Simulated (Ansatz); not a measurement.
Ansatz (a first-principles code) input (CCSD(T)/cc-pVDZ):

Ansatz 0.2 input:
```yaml
crystal:
  periodic: [false, false, false]
  atoms:
    - {symbol: C, position_ang: [0.61723220, 1.81496136, -0.01180263]}
    - {symbol: C, position_ang: [0.63017707, 0.50244316, -0.00264856]}
    - {symbol: C, position_ang: [-0.56023880, -0.34796635, 0.00166745]}
    - {symbol: C, position_ang: [-0.51540923, -1.68016968, 0.01100151]}
    - {symbol: H, position_ang: [-0.10835360, 2.61332352, -0.01833770]}
    - {symbol: H, position_ang: [1.58697970, -0.01948594, 0.00227373]}
    - {symbol: H, position_ang: [-1.51868680, 0.16047769, -0.00316319]}
    - {symbol: H, position_ang: [0.42761727, -2.21403873, 0.01598836]}
    - {symbol: H, position_ang: [-1.41812403, -2.27588747, 0.01393218]}
basis:
  gaussian:
    orbitals: cc-pVDZ
magnetization: {spin_polarized: true, initial_magnetization: 1}
correlation: {method: ccsd_t, electrons: outside_noble_gas}
```

End of the output:

```
reference -4198.61817357 eV, -154.2963719530 hartree; 11, 10 occupied and 66, 67 virtual orbitals, 742 factors
second order -12.77015778 eV of doubles, -0.00000000 eV of singles
coupled cluster: 0.42 GiB planned
cycle   1  -14.56061111 eV  change   -3.3e-3 eV  update   4.5e-3
cycle   2  -14.56583777 eV  change   -5.2e-3 eV  update   3.2e-3
cycle   3  -14.56586912 eV  change   -3.1e-5 eV  update   1.4e-3
cycle   4  -14.56698889 eV  change   -1.1e-3 eV  update   7.9e-4
cycle   5  -14.57034578 eV  change   -3.4e-3 eV  update   3.9e-4
cycle   6  -14.57159049 eV  change   -1.2e-3 eV  update   1.6e-4
cycle   7  -14.57157448 eV  change    1.6e-5 eV  update   5.4e-5
cycle   8  -14.57152041 eV  change    5.4e-5 eV  update   1.7e-5
cycle   9  -14.57152355 eV  change   -3.1e-6 eV  update   5.9e-6
coupled cluster: 0.42 GiB planned
perturbative correction -0.55604991 eV, -0.0204344574 hartree
Total energy: -4213.74574703 eV, -154.8523000240 hartree
```

It need not be the lowest isomer of its formula.

The determinant is spin-contaminated: <S^2> is 1.25 against 0.75 for a pure state.
